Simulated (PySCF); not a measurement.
Predicted microwave data (PySCF 2.14.0, PBE0-D3(BJ)/def2-TZVP geometry optimisation, gas phase) for one isomer of C4H4F2:

| Quantity | Value |
| --- | --- |
| Rotational constants | A = 5417, B = 3490, C = 2123 MHz |
| Dipole components | \|μa\| = 0.00 D, \|μb\| = 0.00 D, \|μc\| = 0.00 D |
| Inertial defect | 0.00 u·Å² |
| κ | -0.17 |

Problem. Which candidate fits, each taken in the one conformer that was computed?
A. `[CH2:1]=[C:2]([F:3])[C:4](=[CH2:5])[F:6]` with C1–C2–C4–C5 180°
B. `CC(F)=C=CF`

Solution. A. It is C=C(F)C(=C)F, an asymmetric top, point group C2h. The candidates at the same level (rigid rotor, commonest isotopes):

| SMILES | A (MHz) | B (MHz) | C (MHz) | μa (D) | μb (D) | μc (D) | Δ (u·Å²) | point group | rotor |
| --- | --- | --- | --- | --- | --- | --- | --- | --- | --- |
| C=C(F)C(=C)F | 5417 | 3490 | 2123 | 0.00 | 0.00 | 0.00 | 0.00 | C2h | asymmetric top |
| CC(F)=C=CF | 8280 | 1763 | 1558 | 0.96 | 1.64 | 1.07 | -23.30 | C1 | near-prolate asymmetric top |

`CC(F)=C=CF` has A 53 % too high. No structure here is proved a minimum.
